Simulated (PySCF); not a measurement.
Running PySCF for OH

Input:

```python
from pyscf import gto, scf
from pyscf.prop.polarizability import uhf as pol

mol = gto.M(
    atom='H 0 0 0; O 0 0 0.92',
    basis='x2c-svpall',
    charge=0,
    spin=1,
    verbose=4,
)
mf = scf.UHF(mol)
mf = mf.sfx2c1e()
mf.kernel()
print('polarizability (a.u.)')
print(pol.Polarizability(mf).polarizability().round(4))
mf.dip_moment()
print('orbital energies (hartree):', [e[max(0, n-3):n+3].round(4) for e, n in zip(mf.mo_energy, mol.nelec)])
```

```bash
$ OMP_NUM_THREADS=1 python input.py
```

The log (some set-up lines and the per-cycle HOMO/LUMO lines with their warnings removed):

```
PySCF version 2.14.0

[INPUT] verbose = 4
[INPUT] num. atoms = 2
[INPUT] num. electrons = 9
[INPUT] charge = 0
[INPUT] spin (= nelec alpha-beta = 2S) = 1
[INPUT] symmetry False subgroup None
[INPUT] Mole.unit = angstrom
[INPUT] Symbol           X                Y                Z      unit          X                Y                Z       unit  Magmom
[INPUT]  1 H      0.000000000000   0.000000000000   0.000000000000 AA    0.000000000000   0.000000000000   0.000000000000 Bohr   0.0
[INPUT]  2 O      0.000000000000   0.000000000000   0.920000000000 AA    0.000000000000   0.000000000000   1.738548034600 Bohr   0.0

nuclear repulsion = 4.60154096452174
number of shells = 5
number of NR pGTOs = 31
number of NR cGTOs = 19
basis = x2c-svpall
ecp = {}

******** <class 'pyscf.x2c.sfx2c1e.sfX2C1eUHF'> ********
method = sfX2C1eUHF
initial guess = minao
damping factor = 0
level_shift factor = 0
DIIS = <class 'pyscf.scf.diis.CDIIS'>
diis_start_cycle = 1
diis_space = 8
diis_damp = 0
SCF conv_tol = 1e-09
SCF conv_tol_grad = None
SCF max_cycles = 50
direct_scf = True
direct_scf_tol = 1e-13
number electrons alpha = 5  beta = 4

******** <class 'pyscf.x2c.sfx2c1e.SpinFreeX2CHelper'> ********
approx = 1e
xuncontract = 1
Set gradient conv threshold to 3.16228e-05
init E= -75.0516735467038

cycle= 1 E= -75.3601290955121  delta_E= -0.308  |g|= 0.184  |ddm|= 0.876
cycle= 2 E= -75.37412111379  delta_E= -0.014  |g|= 0.041  |ddm|= 0.152
cycle= 3 E= -75.374974825781  delta_E= -0.000854  |g|= 0.0157  |ddm|= 0.0315
cycle= 4 E= -75.3751386947168  delta_E= -0.000164  |g|= 0.00616  |ddm|= 0.0157
cycle= 5 E= -75.3751719428803  delta_E= -3.32e-05  |g|= 0.00258  |ddm|= 0.00678
cycle= 6 E= -75.3751813064437  delta_E= -9.36e-06  |g|= 0.000764  |ddm|= 0.00487
cycle= 7 E= -75.3751823428741  delta_E= -1.04e-06  |g|= 0.0002  |ddm|= 0.00182
cycle= 8 E= -75.3751824117869  delta_E= -6.89e-08  |g|= 4.64e-05  |ddm|= 0.000514
cycle= 9 E= -75.3751824145054  delta_E= -2.72e-09  |g|= 7.63e-06  |ddm|= 9.27e-05
cycle= 10 E= -75.3751824145674  delta_E= -6.19e-11  |g|= 1.3e-06  |ddm|= 1.28e-05
Extra cycle  E= -75.3751824145688  delta_E= -1.42e-12  |g|= 5.03e-07  |ddm|= 1.55e-06
converged SCF energy = -75.3751824145688  <S^2> = 0.75427719  2S+1 = 2.0042726
polarizability (a.u.)
Isotropic polarizability 3.33336314024
Polarizability anisotropy 2.35378143601
[[ 2.3907  0.1875  0.    ]
 [ 0.1875  2.7183 -0.    ]
 [ 0.     -0.      4.8911]]
Dipole moment(X, Y, Z, Debye): -0.00000,  0.00000, -1.80927
orbital energies (hartree): [array([-0.6837, -0.6469, -0.5532,  0.1864,  0.8505,  1.1031]), array([-1.2216, -0.6381, -0.5071,  0.1319,  0.1962,  0.8651])]
```

In short: E(SCF) = -75.375182 Eh, 10 cycles, ⟨S²⟩ = 0.754, μz(SCF) = -1.81 D, α(xx, yy, zz) = 2.4, 2.7, 4.9 bohr³.

It ran on Arm Neoverse V1 (1 thread, shared host) in 0.93 s.

The bond length is a typed value, not an optimised one. No search for the lowest solution was made.
